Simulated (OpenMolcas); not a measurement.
## A ladder of methods for CH7AlSi (SMILES [CH3][AlH][SiH3])

CH7AlSi: 10 atoms, total charge 0, spin state singlet. As SMILES, `[CH3][AlH][SiH3]`. Geometry: relaxed at PBE0-D4/def2-TZVP.

```xyz
10

C    -1.4284    0.9672   -0.7924
Al    0.4091    0.3095   -0.7209
Si    1.1617   -1.1073    1.1454
H    -1.9092    0.6593   -1.7275
H    -2.0506    0.6241    0.0366
H    -1.4380    2.0630   -0.7904
H     1.4169    0.7092   -1.8877
H     0.3349   -2.3476    1.2410
H     1.0002   -0.3950    2.4485
H     2.5866   -1.5336    1.0504
```

Each level gives the energy change with the Si3–H9 bond stretched from 1.494 to 1.942 Å (eV). The values are calculated.

```
                       level                   kind     program  value (eV)  less CCSD(T)/cc-pVDZ  CPU time (all runs)
     HF/cc-pVDZ (restricted)           Hartree–Fock  OpenMolcas        1.03                 +0.11                 12 s
  SVWN5/cc-pVDZ (restricted)                    LDA  OpenMolcas        0.82                 -0.10                 37 s
    PBE/cc-pVDZ (restricted)                    GGA  OpenMolcas        0.81                 -0.11                 52 s
  M06-L/cc-pVDZ (restricted)               meta-GGA  OpenMolcas        0.95                 +0.03                 70 s
 r2SCAN/cc-pVDZ (restricted)               meta-GGA  OpenMolcas        0.89                 -0.03                 66 s
  B3LYP/cc-pVDZ (restricted)          global hybrid  OpenMolcas        0.89                 -0.03                 52 s
 B2PLYP/cc-pVDZ (restricted)          double hybrid  OpenMolcas        0.94                 +0.02                 47 s
    MP2/cc-pVDZ (restricted)    perturbation theory  OpenMolcas        1.00                 +0.08                 11 s
CCSD(T)/cc-pVDZ (restricted)  coupled cluster or CI  OpenMolcas        0.92                  0.00                 42 s
```

CCSD(T)/cc-pVDZ (restricted) is the highest level here, not the true value. The first shape isn't each level's own minimum. The values span 0.81 to 1.03 eV. CPU times are rough (shared hosts, several kinds of processor): they show what a rung costs within a factor of a few.
